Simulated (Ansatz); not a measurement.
Ideal-gas functions of CH₆AlB, SMILES `C[BH][AlH2]` at 500 K and 1 bar, from an Ansatz frequency run at PBE0-D4/def2-TZVP.

Molar mass 55.85 g/mol, point group C1 (symmetry number 1), electronic degeneracy 1, moments of inertia 15.556, 131.335, 136.477 u Å². Harmonic wavenumbers (cm⁻¹, unscaled): 126, 146, 171, 328, 474, 560, 580, 777, 794, 823, 1030, 1114, 1295, 1414, 1470, 1883, 1886, 2531, 2979, 3078, 3130.

Use S(trans) = R[1.5 ln M + 2.5 ln T − 1.1517]; rotational temperatures θ = 24.2544 K / I; S(rot) = R[ln(√π/σ · √(T³/θAθBθC)) + 1.5]; for each mode x = 1.438777 ν̃/T, S = R[x/(eˣ − 1) − ln(1 − e⁻ˣ)] and H = RT x/(eˣ − 1); 1 cm⁻¹ = 0.0119627 kJ/mol; R = 8.31446 J/(mol·K).

By hand: the entropy, in J/(mol·K).

Translation 169.8. Rotation: θ = 1.5592, 0.1847, 0.1777 K, giving 107.1. Vibration, mode by mode: 16.80, 15.59, 14.29, 9.10, 6.35, 5.19, 4.96, 3.17, 3.05, 2.85, 1.78, 1.47, 0.97, 0.73, 0.64, 0.24, 0.24, 0.05, 0.02, 0.01, 0.01, in all 87.5. Electronic 0.0. Sum 364.4 J/(mol·K).

By hand: H − E and G − E in kJ/mol, counted from the electronic energy.

Zero-point energy ½ × 26589 × 0.0119627 = 159.0; thermal vibration 23.4; translation, rotation and pV give 4 RT = 16.6. H − E = 199.0 kJ/mol, and G − E = 199.0 − 500 × 364.4/1000 = 16.8 kJ/mol.

Vibration gives 24 % of the entropy, 32.4 J/(mol·K) of it from the modes under 150 cm⁻¹: soft modes count most, and the harmonic formula is weakest for them. The sum counts one conformer and one mirror image; others add a mixing term.
